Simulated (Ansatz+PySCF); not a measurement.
## doublet C3H2N: levels of theory in one basis

```json
{"atom": "C", "x (Å)": "0.0000", "y (Å)": "-0.0088", "z (Å)": "-1.0967"}
{"atom": "C", "x (Å)": "0.0000", "y (Å)": "0.1776", "z (Å)": "0.1927"}
{"atom": "C", "x (Å)": "0.0000", "y (Å)": "0.0208", "z (Å)": "1.5186"}
{"atom": "N", "x (Å)": "0.0000", "y (Å)": "-0.0514", "z (Å)": "2.6920"}
{"atom": "H", "x (Å)": "0.0000", "y (Å)": "-0.9638", "z (Å)": "-1.5108"}
{"atom": "H", "x (Å)": "0.0000", "y (Å)": "0.8255", "z (Å)": "-1.7957"}
```

Basis set: cc-pVTZ (spherical functions). Left uncorrelated: 4 orbitals. Correlation on ROHF uses semicanonical orbitals with singles. Charge 0, multiplicity 2.

Computed with Ansatz (development build ahead of 0.2.0) and PySCF 2.14.0; each method stands on the lowest determinant of its kind that the runs found.

```tsv
method	E − E(ROHF) (eV)	<S²> of the determinant
ROHF	0.00	0.75
UHF	-0.77	1.39
UHF-MP2	-16.22	1.39
```

What does ROHF-MP2 give on the same scale?

-17.37 eV.

Caution for ROHF, ROHF-MP2: an unrestricted determinant lies well below. Caution for UHF, UHF-MP2: the unrestricted determinant is spin contaminated. Caution for ROHF-MP2, UHF-MP2: forces differ strongly between restricted and unrestricted references.
